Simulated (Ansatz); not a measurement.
This geometry of H + H4Si (6 atoms, charge 0, multiplicity 2) is a first-order saddle point.

All numbers below come from UKS PBE-D4/def2-TZVP (Ansatz).

```xyz
6
Properties=species:S:1:pos:R:3
H -0.860 -0.496 -0.184
Si 0.442 0.255 0.095
H -2.157 -1.243 -0.463
H 0.421 0.764 1.499
H 0.561 1.399 -0.858
H 1.593 -0.679 -0.089
```

Which two structures does it join? (They come from a converged band through this point; their orientation in space is the band's.)

Bonds broken: H1–Si2. Bonds formed: H1–H3. H + H4Si becomes H2 + H3Si.

Image 0:

```xyz
6
Properties=species:S:1:pos:R:3
H -0.648 -0.384 -0.154
Si 0.619 0.354 0.129
H -3.106 -1.775 -0.647
H 0.599 0.865 1.532
H 0.751 1.504 -0.814
H 1.784 -0.564 -0.046
```

Image 8:

```xyz
6
Properties=species:S:1:pos:R:3
H -1.521 -0.880 -0.324
Si 1.211 0.698 0.260
H -2.164 -1.245 -0.463
H 0.381 0.747 1.502
H 0.526 1.390 -0.875
H 1.566 -0.709 -0.100
```

How far does it lie above each of them?

4.5 kJ/mol above the first and 61.9 kJ/mol above the second. This is the barrier of this one path; another mechanism may lie lower.

Run time: 110 s on 2 threads of Arm Neoverse V1, on a shared host, peak memory 0.12 GiB.
